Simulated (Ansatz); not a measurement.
α-N2, treated with PBE-D3(BJ) (Ansatz, an electronic-structure program, plane waves, PAW).

Settings: plane-wave cutoff 500 eV, 4×4×4 k mesh, gaussian smearing 0.02 eV, scalar-relativistic PAW data made under PBE.

Computed at the level's own relaxed cell.

Q: Estimate the equilibrium volume per atom and lattice parameter a that the calculation returns.

A: 
equilibrium volume per atom: 22.66 Å³/atom
lattice parameter a: 5.660 Å

Measured, for comparison: equilibrium volume per atom 22.47 Å³/atom (4 K, zero-point motion not removed; as tabulated in Wyckoff, Crystal Structures 1 (1963), as in the American Mineralogist Crystal …); lattice constant a 5.644 Å (4 K, zero-point motion not removed, our sources range from 5.644 to 5.667; as tabulated in Wyckoff, Crystal Structures 1 (1963), as in the American Mineralogist Crystal …). Computed (rounded) less measured: equilibrium volume per atom +0.8 %, lattice constant a +0.3 % (inside the range of the sources held).

Static lattice: no zero-point or thermal effects.
